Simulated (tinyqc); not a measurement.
Pariser-Parr-Pople SCF with singles CI, for the molecule O=CC=CF (SMILES; centres numbered as the heavy atoms are written), step by step. One step of it, computed by the program tinyqc.

Problem. Iteration 2: Fock matrix. F_rr = H_rr + P_rr gamma_rr / 2 + sum_(s != r) P_ss gamma_rs; F_rs = H_rs - P_rs gamma_rs / 2; E = tr P (H + F) / 2 + core repulsion sum_(r<s) z_r z_s gamma_rs.

P after iteration 1, order 1O, 2C, 3C, 4C, 5F:
$$\begin{pmatrix}
1.520999 & 0.765009 & 0.001253 & -0.362223 & 0.110063 \\
0.765009 & 0.582201 & 0.441637 & 0.191470 & -0.092200 \\
0.001253 & 0.441637 & 0.995876 & 0.876950 & -0.189463 \\
-0.362223 & 0.191470 & 0.876950 & 0.961854 & 0.248268 \\
0.110063 & -0.092200 & -0.189463 & 0.248268 & 1.939070
\end{pmatrix}$$

core matrix H (eV), order 1O, 2C, 3C, 4C, 5F:
$$\begin{pmatrix}
-43.254512 & -2.510000 & 0.000000 & 0.000000 & 0.000000 \\
-2.510000 & -40.713804 & -2.390000 & 0.000000 & 0.000000 \\
0.000000 & -2.390000 & -43.917220 & -2.390000 & 0.000000 \\
0.000000 & 0.000000 & -2.390000 & -46.302597 & -2.190000 \\
0.000000 & 0.000000 & 0.000000 & -2.190000 & -59.708798
\end{pmatrix}$$

repulsion gamma_rs (eV), order 1O, 2C, 3C, 4C, 5F:
$$\begin{pmatrix}
15.670000 & 8.147064 & 5.425843 & 3.732893 & 2.934356 \\
8.147064 & 11.040000 & 7.526626 & 5.231217 & 3.789448 \\
5.425843 & 7.526626 & 11.040000 & 7.526626 & 5.604062 \\
3.732893 & 5.231217 & 7.526626 & 11.040000 & 8.790931 \\
2.934356 & 3.789448 & 5.604062 & 8.790931 & 22.860000
\end{pmatrix}$$

Centres (angstrom, eV; a flat drawing with bonds scaled to 1.40 angstrom):
```
centre          x          y  core charge z          W   gamma_rr
1O      -2.425000   0.280000              1  20.080000  15.670000
2C      -1.212000  -0.420000              1  12.230000  11.040000
3C       0.000000   0.280000              1  12.230000  11.040000
4C       1.212000  -0.420000              1  12.230000  11.040000
5F       2.425000   0.280000              2  38.590000  22.860000
```

Give: F; pi energy.

Solution.

F (eV), order 1O, 2C, 3C, 4C, 5F:
$$\begin{pmatrix}
-11.910 & -5.626 & -0.003 & 0.676 & -0.161 \\
-5.626 & -5.233 & -4.052 & -0.501 & 0.175 \\
-0.003 & -4.052 & -7.679 & -5.690 & 0.531 \\
0.676 & -0.501 & -5.690 & -7.728 & -3.281 \\
-0.161 & 0.175 & 0.531 & -3.281 & -16.839
\end{pmatrix}$$

pi energy = -119.382 eV
